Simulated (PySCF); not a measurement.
Species: ethylamine, C2H7N.
Structure used (PBE0-D3(BJ)/def2-SVP), in Å, numbered top down from 1:
```
atom  x, y, z in Å
C1     1.0715    0.4112   -0.0488
C2    -0.1217   -0.5224   -0.1260
N3    -1.3645    0.2230   -0.0503
H4     2.0191   -0.1381   -0.1553
H5     1.0136    1.1732   -0.8405
H6     1.1009    0.9376    0.9198
H7    -0.0137   -1.3094    0.6525
H8    -0.1009   -1.0533   -1.0934
H9    -2.1630   -0.4053   -0.1124
H10   -1.4394    0.6830    0.8562
```

Method: TDDFT B3LYP/def2-SVPD, vertical, gas phase, core orbitals frozen in the response in PySCF.

Ground-to-excited transition dipoles (e·a0, same axes as the geometry; the sign carries no meaning), for the states with f of 0.002 or more among the lowest 7:

| state | E (hartree) | μx | μy | μz |
| --- | --- | --- | --- | --- |
| S1 | 0.2217 | -0.208 | -0.060 | 0.156 |
| S2 | 0.2565 | 0.150 | -0.075 | 0.076 |
| S3 | 0.2632 | -0.082 | 0.191 | -0.326 |
| S4 | 0.2875 | -0.085 | 0.582 | -0.229 |
| S5 | 0.3048 | -0.335 | 0.149 | -0.145 |
| S6 | 0.3234 | -0.116 | -0.058 | 0.041 |
| S7 | 0.3266 | 0.044 | 0.081 | 0.050 |

Question: What oscillator strength does each state have?

Answer: f = (2/3) ΔE |μ|² with ΔE in hartree (27.2114 eV).

```json
{"state": "S1", "|μ|² (au)": "0.071", "|μ| (D)": "0.68", "f": "0.011"}
{"state": "S2", "|μ|² (au)": "0.034", "|μ| (D)": "0.47", "f": "0.006"}
{"state": "S3", "|μ|² (au)": "0.149", "|μ| (D)": "0.98", "f": "0.026"}
{"state": "S4", "|μ|² (au)": "0.398", "|μ| (D)": "1.60", "f": "0.076"}
{"state": "S5", "|μ|² (au)": "0.156", "|μ| (D)": "1.00", "f": "0.032"}
{"state": "S6", "|μ|² (au)": "0.019", "|μ| (D)": "0.35", "f": "0.004"}
{"state": "S7", "|μ|² (au)": "0.011", "|μ| (D)": "0.27", "f": "0.002"}
```

Question: What angle do the transition dipoles of S3 and S4 make?

Answer: |cos θ| = |μa·μb| / (|μa| |μb|) = 0.79, so θ ≈ 38° (taken between 0 and 90°, since the signs are arbitrary).

Question: How is the summed strength of these states shared among x, y and z?

Answer: (2/3) Σ ΔE μα² gives 0.039 for x, 0.079 for y and 0.039 for z, 0.157 in all.

Question: What peak molar absorption coefficient would the strongest computed level give as a lone Gaussian band 0.4 eV wide at half height?

Answer: ε(max) = 2.175×10⁸ f / FWHM, with the width in cm⁻¹. S4: 2.175×10⁸ × 0.0763 / 3226 ≈ 5100 L mol⁻¹ cm⁻¹.

The vertical ionisation energy (ΔSCF) is 9.49 eV, 0.61 eV above S7.

On one thread, x86-64 server (shared host), this took 11 s wall.

One conformer stands for the species.

Without π bonds the low states may be Rydberg-like; a valence basis with one diffuse set may place them up to an eV too high.
